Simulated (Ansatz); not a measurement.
# BH4NSi: vertical and adiabatic energies of changing the electron count in Python

Wanted for BH4NSi: vertical and adiabatic energies of changing the electron count. SMILES: B1N[SiH2]1.

All numbers are computed with the Python package of Ansatz 0.2.0. Level of theory: PBE0/cc-pVDZ.

## Step 1: The structure

Bond lengths: B1–N2 1.518 Å, B1–Si3 1.941 Å, N2–Si3 1.717 Å, B1–H4 1.136 Å, N2–H5 1.044 Å, Si3–H6 1.481 Å, Si3–H7 1.509 Å. Angles: B1–N2–Si3 73.4°, B1–N2–H5 109.5°, Si3–N2–H5 108.4°, N2–B1–Si3 58.0°, N2–B1–H4 148.6°, Si3–B1–H4 151.9°, B1–Si3–N2 48.6°, B1–Si3–H6 112.7°, B1–Si3–H7 108.6°, N2–Si3–H6 117.3°, N2–Si3–H7 116.2°, H6–Si3–H7 125.8°.

The script holds or builds the structure itself.

## Step 2: The code

run_adiabatic.py reads:

```python
"""How BH4NSi relaxes after losing an electron."""

import itertools

import ansatz as az
from ase import Atoms
from ase.data import atomic_numbers, covalent_radii
import numpy as np


def main() -> None:
    atoms = Atoms(["B", "N", "Si", "H", "H", "H", "H"], positions=[
        (-0.8416, -0.6303, -0.3294),
        (0.3089, 0.0362, -1.0621),
        (0.6651, 0.1492, 0.6136),
        (-1.8967, -1.0506, -0.3594),
        (0.0084, 0.9778, -1.3985),
        (0.3191, 1.4166, 1.2964),
        (1.4982, -0.967, 1.1938),
    ])
    system = az.Crystal.molecule_from_ase(atoms)

    job = (
        system.calculation()
        .basis(gaussian="cc-pVDZ")
        .functional("pbe0")
    )
    symbols = [site.symbol for site in system.cartesian_sites]
    start = np.array([site.position_ang for site in system.cartesian_sites], dtype=float)
    r = job.relax(force_tolerance=0.01, max_steps=100).run(threads=1).report
    end = np.array(r["positions_ang"])

    minimum = az.Crystal.molecule()
    for symbol, place in zip(symbols, end):
        minimum = minimum.atom(symbol, place.tolist())
    ion = minimum.calculation().basis(gaussian="cc-pVDZ").functional("pbe0").charge(1).spin("collinear", total=1)
    vertical = ion.run(threads=1).report
    settled = ion.relax(force_tolerance=0.01, max_steps=80).run(threads=1).report
    print(f"vertical ionisation energy   {vertical['free_energy_ev'] - r['free_energy_ev']:.3f} eV")
    print(f"adiabatic, no zero point     {settled['free_energy_ev'] - r['free_energy_ev']:.3f} eV")
    print(f"relaxation energy of the ion {vertical['free_energy_ev'] - settled['free_energy_ev']:.3f} eV")
    ionised = np.array(settled["positions_ang"])
    # pairs closer than 1.2 times the sum of covalent radii, before or after
    radius = [covalent_radii[atomic_numbers[s]] for s in symbols]
    span = lambda where, i, j: np.linalg.norm(where[i] - where[j])
    bonded = [(i, j) for i, j in itertools.combinations(range(len(symbols)), 2) if min(span(end, i, j), span(ionised, i, j)) < 1.2 * (radius[i] + radius[j])]
    print("pair        before    after (A)")
    for i, j in bonded:
        print(f"{symbols[i]}{i}-{symbols[j]}{j}".ljust(10), f"{span(end, i, j):8.4f} {span(ionised, i, j):8.4f}")
    for first, second in list(itertools.combinations(bonded, 2)):
        shared = set(first) & set(second)
        if shared and symbols[(j := shared.pop())] != "H":
            i, k = sorted((set(first) | set(second)) - {j})
            u, v = ionised[i] - ionised[j], ionised[k] - ionised[j]
            angle = np.degrees(np.arccos(np.clip(u @ v / np.linalg.norm(u) / np.linalg.norm(v), -1, 1)))
            print(f"final angle {symbols[i]}{i}-{symbols[j]}{j}-{symbols[k]}{k}: {angle:.2f} deg")


if __name__ == "__main__":
    main()
```

## Step 3: The calls as engine input

The package turns the script's settings into the engine's input (first run):

```yaml
crystal:
  periodic: [false, false, false]
  atoms:
    - { symbol: B, position_ang: [-0.8416, -0.6303, -0.3294] }
    - { symbol: "N", position_ang: [0.3089, 0.0362, -1.0621] }
    - { symbol: Si, position_ang: [0.6651, 0.1492, 0.6136] }
    - { symbol: H, position_ang: [-1.8967, -1.0506, -0.3594] }
    - { symbol: H, position_ang: [0.0084, 0.9778, -1.3985] }
    - { symbol: H, position_ang: [0.3191, 1.4166, 1.2964] }
    - { symbol: H, position_ang: [1.4982, -0.967, 1.1938] }
basis:
  gaussian:
    orbitals: cc-pVDZ
hamiltonian:
  xc: pbe0
relax:
  f_tol: 0.01
  max_steps: 100
```

## Step 4: The run

Run with:

```sh
python run_adiabatic.py
```

Q: Predict the main results. Wanted: vertical ionisation energy; adiabatic ionisation energy, no zero point.

**Answer**, as computed:

```
                                  quantity     value
                vertical ionisation energy  9.284 eV
adiabatic ionisation energy, no zero point  8.374 eV
                             runs compared         3
```

In words: The ionisation energy is a difference of two total energies at the neutral geometry; letting the ion relax lowers it by 0.91 eV. In CPU time, run 3 cost about 10 times as much as run 2. Run 1: The relaxation took 8 moves; the largest shift is 0.562 Å, of atom 5 (H). Run 3: The relaxation took 8 moves; the largest shift is 0.235 Å, of atom 1 (B). The energies are electronic: no zero-point or thermal terms, and the basis set is short of its limit. The product may relax into another structure. The relaxation finds the nearest minimum, so the adiabatic value is an upper bound.
